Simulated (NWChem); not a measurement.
B anion, triplet

Program: NWChem. Spin-unrestricted. The open p shell is one determinant without spherical averaging. No stability test was run on the SCF state. The highest occupied level is positive in some or all of these runs, so the extra electron may be held by the finite basis. Total energies of different functionals are on different scales.

```tsv
level	energy (Ha)	highest occupied level (eV)	lowest empty minus highest occupied level, either spin (eV)	<S²>
B3LYP/aug-cc-pVDZ	-24.6782	1.41	1.63	2.00
PBE/aug-cc-pVDZ	-24.6300	1.92	0.34	2.00
BHandHLYP/aug-cc-pVDZ	-24.6580	0.68	3.24	2.00
OLYP/aug-cc-pVDZ	-24.6652	2.21	0.37	2.00
RPBE/aug-cc-pVDZ	-24.6843	1.96	0.38	2.00
MPW1K/aug-cc-pVDZ	-24.6629	0.72	2.97	2.00
BP86/aug-cc-pVDZ	-24.6726	1.79	0.39	2.00
PW91/aug-cc-pVDZ	-24.6557	1.90	0.34	2.00
LDA (Slater exchange, PW92)/aug-cc-pVDZ	-24.3751	1.84	0.11	2.00
```
